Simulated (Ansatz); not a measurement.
# SiO (triplet): the correlation ladder, cc-pVTZ

The task here is to estimate one member of a computed series from the others.

Computed with Ansatz 0.2.0, Gaussian basis. Level: cc-pVTZ, core rule «outside noble gas», up to 6 orbitals frozen.

The runs, in order: UHF; CCSD(T) on ROHF; CCSD(T) on UHF; BCCD(T) on ROHF; CISD; CCSDT(Q) on ROHF; CCSDT(Q) on UHF; CASSCF and MRCISD+Q, 10 electrons in 8 orbitals; CASSCF and NEVPT2, 10 electrons in 8 orbitals.

21 further runs of the same task are left out: 7 that didn't finish, 14 set aside as unsound or not needed.

### The geometry

The geometry is a PBE0/def2-TZVP stationary point (not a proven minimum).

2 atoms, charge 0, spin multiplicity 3.

Atoms are counted from 1 here; the program's logs count them from 0.

Bond lengths: Si1–O2 1.724 Å.

The first run:

in.yaml

```yaml
crystal:
  periodic: [false, false, false]
  atoms:
    - {symbol: Si, position_ang: [0.000000, 0.000000, 0.000000]}
    - {symbol: O, position_ang: [0.000000, 0.000000, 1.723500]}
basis:
  gaussian: {orbitals: cc-pVTZ}
magnetization: {spin_polarized: true, initial_magnetization: 2}
hamiltonian: {xc: hf}
output: {orbitals: {seedname: orbitals}}
```

Command:

```bash
$ ansatz run in.yaml --threads 1 --pin off --events-out ev --progress --plain --max-ram 2393MiB
```

Among the steps run: UHF; CCSD(T) on ROHF; CCSD(T) on UHF; BCCD(T) on ROHF; CISD; CCSDT(Q) on ROHF; CCSDT(Q) on UHF; CASSCF and MRCISD+Q, 10 electrons in 8 orbitals; CASSCF and NEVPT2, 10 electrons in 8 orbitals.

One of the session's tables, all rows but one given; the rest of the session is left out.

It belongs to the step «Misses and costs». 

```
          method  from RCCSDT(Q) (kcal/mol)
            ROHF                    +194.66
             UHF                    +187.98
            RMP2                     +26.65
            UMP2                          ?
            CISD                     +23.47
           RCCSD                     +10.88
           UCCSD                     +10.70
        RCCSD(T)                      +4.10
        UCCSD(T)                      +4.12
         BCCD(T)                      +4.12
          RCCSDT                      +1.65
          UCCSDT                      +1.78
       RCCSDT(Q)                          0
       UCCSDT(Q)                      +0.21
  CASSCF valence                    +158.14
  NEVPT2 valence                     +37.10
  MRCISD valence                     +17.17
MRCISD+Q valence                      +5.75
```

Q: Estimate the row for UMP2 from the others.

As computed: from RCCSDT(Q) (kcal/mol): +27.46. In the column «from RCCSDT(Q) (kcal/mol)» it lies between RMP2 (+26.65) and NEVPT2 valence (+37.10).

With the free atoms at the same levels and basis (separate runs), the atomisation energy is 3.862 eV at RCCSDT(Q), 3.716 eV at RCCSD(T), 3.711 eV at UCCSD(T), 2.232 eV at ROHF.

Limits of these values: Restricted and unrestricted rows rest on different reference determinants; where their highest levels disagree by more than a few hundredths of an eV, they describe different states and don't form one ladder.
